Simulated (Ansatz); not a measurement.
System: rock-salt HfN. Method: r²SCAN+rVV10 in Ansatz (PAW).

Settings: plane-wave cutoff 500 eV, 16×16×16 k mesh, Fermi–Dirac smearing 0.05 eV, scalar-relativistic PAW data made under PBE.

Computed at the level's own relaxed cell.

What does this level give for the equilibrium volume per atom and equilibrium lattice constant a?


- equilibrium volume per atom: 11.50 Å³/atom
- equilibrium lattice constant a: 4.515 Å

Measured, for comparison: equilibrium volume per atom 11.57 Å³/atom, lattice constant a 4.524 Å (room temperature, no zero-point or thermal correction; as tabulated in Seo, Lee, Wen, Petrov, Greene, Gall, J. Appl. Phys. 96, 878 (2004)). Computed (rounded) less measured: equilibrium volume per atom -0.6 %, lattice constant a -0.2 %. A static lattice is as a rule a little smaller and stiffer than an uncorrected measurement, which narrows the difference in the equilibrium volume per atom and would widen misses of the other sign.

Spin–orbit coupling is not included.

Cost on a shared machine: around 40 core-seconds (rough).

Ansatz is a program for electronic structure.
